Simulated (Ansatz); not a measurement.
# CH4 (triplet): from Hartree-Fock to the top rungs at distance H1–H2 along a hydrogen transfer = 0.745 Å, 6-31G

Aim: climb from Hartree-Fock through coupled cluster and multireference methods for CH4 (triplet) at one geometry and basis, and see what each rung misses.

Computed with Ansatz 0.2.0, Gaussian basis. Level: 6-31G, core rule «outside noble gas», up to 1 orbitals frozen.

To be run: UHF; CCSD(T) on ROHF; CCSD(T) on UHF; BCCD(T) on ROHF; CISD; CCSDT(Q) on ROHF; CCSDT(Q) on UHF; CISDTQ; CCSDTQ on ROHF; CCSDTQ on UHF; CASSCF and MRCISD+Q, 4 electrons in 4 orbitals; CASSCF and NEVPT2, 4 electrons in 4 orbitals; CASSCF and MRCISD+Q, 8 electrons in 8 orbitals; CASSCF and NEVPT2, 8 electrons in 8 orbitals; Full CI.

5 further runs of the same task are left out: 5 that didn't finish.

**1. The geometry**

The geometry derives from fragments relaxed apart (PBE0/def2-TZVP) and kept rigid, so it is no stationary point. A hydrogen atom is moved between rigid fragments.

5 atoms, charge 0, spin multiplicity 3.

Atoms are counted from 1 here; the program's logs count them from 0.

Bond lengths: H1–H2 0.745 Å, C3–H4 1.079 Å, C3–H5 1.079 Å. Angles: H4–C3–H5 134.8°.

**2. UHF**

File in.yaml:

```yaml
crystal:
  periodic: [false, false, false]
  atoms:
    - {symbol: H, position_ang: [-1.959487, 0.000000, 0.000000]}
    - {symbol: H, position_ang: [-1.214487, 0.000000, 0.000000]}
    - {symbol: C, position_ang: [0.168513, 0.000000, 0.000000]}
    - {symbol: H, position_ang: [0.582981, 0.000000, 0.996161]}
    - {symbol: H, position_ang: [0.582981, 0.000000, -0.996161]}
basis:
  gaussian: {orbitals: 6-31G}
magnetization: {spin_polarized: true, initial_magnetization: 2}
hamiltonian: {xc: hf}
output: {orbitals: {seedname: orbitals}}
```

On the command line:

```sh
$ ansatz run in.yaml --threads 1 --pin off --events-out ev --progress --plain --max-ram 2393MiB
```

Further steps of the session: CCSD(T) on ROHF; CCSD(T) on UHF; BCCD(T) on ROHF; CISD; CCSDT(Q) on ROHF; CCSDT(Q) on UHF; CISDTQ; CCSDTQ on ROHF; CCSDTQ on UHF; CASSCF and MRCISD+Q, 4 electrons in 4 orbitals; CASSCF and NEVPT2, 4 electrons in 4 orbitals; CASSCF and MRCISD+Q, 8 electrons in 8 orbitals; CASSCF and NEVPT2, 8 electrons in 8 orbitals; Full CI.

Q: Predict the results of all the runs planned. Wanted: FCI below the RHF energy; RMP2 from FCI; UMP2 from FCI; RCCSD from FCI; RCCSD(T) from FCI; UCCSD(T) from FCI; RCCSDT(Q) from FCI; UCCSDT(Q) from FCI; NEVPT2 pair from FCI.

As calculated:

```
                         quantity                                                                                                                                        value
         FCI below the RHF energy                                                                                                                                   -2.9758 eV
                    RMP2 from FCI                                                                                                                                   +689.1 meV
                    UMP2 from FCI                                                                                                                                   +638.6 meV
                   RCCSD from FCI                                                                                                                                    +41.1 meV
                RCCSD(T) from FCI                                                                                                                                     +9.7 meV
                UCCSD(T) from FCI                                                                                                                                     +9.8 meV
               RCCSDT(Q) from FCI                                                                                                                                     +0.2 meV
               UCCSDT(Q) from FCI                                                                                                                                     -0.4 meV
             NEVPT2 pair from FCI                                                                                                                                   +542.3 meV
          NEVPT2 valence from FCI                                                                                                                                   +274.5 meV
        MRCISD+Q valence from FCI                                                                                                                                    +10.1 meV
levels within 1 kcal/mol (43 meV)  RCCSD, UCCSD, RCCSD(T), UCCSD(T), BCCD(T), RCCSDT, UCCSDT, CISDTQ, RCCSDT(Q), UCCSDT(Q), RCCSDTQ, UCCSDTQ, MRCISD valence, MRCISD+Q valence
                    T1 diagnostic                                                                                                                                        0.028
   effectively unpaired electrons                                                                                                                                         2.02
```

In words: RCCSD(T) lands +9.7 meV from the yardstick (0.3 % of the correlation energy). One determinant dominates. Of the multireference levels listed MRCISD+Q valence comes nearest in total energy (+10.1 meV), which doesn't show that its space is the better one. These misses are within one basis, not against nature; the frozen cores of restricted and unrestricted runs differ, which can shift their rows.
